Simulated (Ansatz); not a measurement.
Born–Oppenheimer molecular dynamics of C$_{2}$H$_{7}$Al (10 atoms, charge 0, multiplicity 1). It starts at the highest image of a converged band. Of that band: Neighbouring images differ by up to 2.4 eV, so the band resolves the path poorly. A vibrational analysis at the climbing image gives one clearly imaginary mode, 1299i cm⁻¹: a first-order saddle point.

Computed with Ansatz 0.2.0, RKS PBE0-D4/def2-SVP.

```
ensemble                      : NVE (velocity Verlet)
time step                     : 0.5 fs
steps asked                   : 200
starting velocities drawn for : 100 K
seed                          : 10810
```

First frame:

```xyz
10
Properties=species:S:1:pos:R:3
Al -0.353 -0.261 0.939
H 1.059 -0.101 1.645
C 1.671 0.193 0.086
H 1.770 -0.647 -0.626
H 1.468 1.136 -0.452
H 2.616 0.297 0.639
C -1.255 -0.174 -0.805
H -2.331 -0.394 -0.753
H -1.125 0.836 -1.230
H -0.783 -0.885 -1.503
```

(1) How far do the bonds stretch over the last three quarters of this one trajectory? (Pairs bonded in most of those frames.)

Answers

(1) 
```tsv
bond	mean (Å)	spread (Å)	shortest	longest
Al1–H2	1.752	0.194	1.41	2.08
Al1–C3	1.960	0.073	1.85	2.08
Al1–C7	1.989	0.053	1.85	2.10
C3–H4	1.110	0.009	1.09	1.13
C3–H5	1.111	0.011	1.08	1.13
C3–H6	1.115	0.026	1.07	1.17
C7–H8	1.112	0.022	1.07	1.15
C7–H9	1.113	0.010	1.09	1.14
C7–H10	1.115	0.020	1.08	1.16
```

Pairs bonded in part of these frames only: Al1–H2 74 %.

Mean temperature of the second half: 1530 K. The conserved energy stayed within 0.24 meV per atom of its start (net change -0.15 meV per atom), so the integration is sound. The kinetic energy rose, since the run started high on the potential surface and went downhill. A run of 0.1 ps of so small a system gives no equilibrium averages. The orbitals stay closed-shell, which can raise the energy where a bond breaks towards radicals; this wasn't checked here.

The run took 8.3 min on 1 thread of Arm Neoverse V1, with other jobs on the host, peak memory 0.14 GiB.
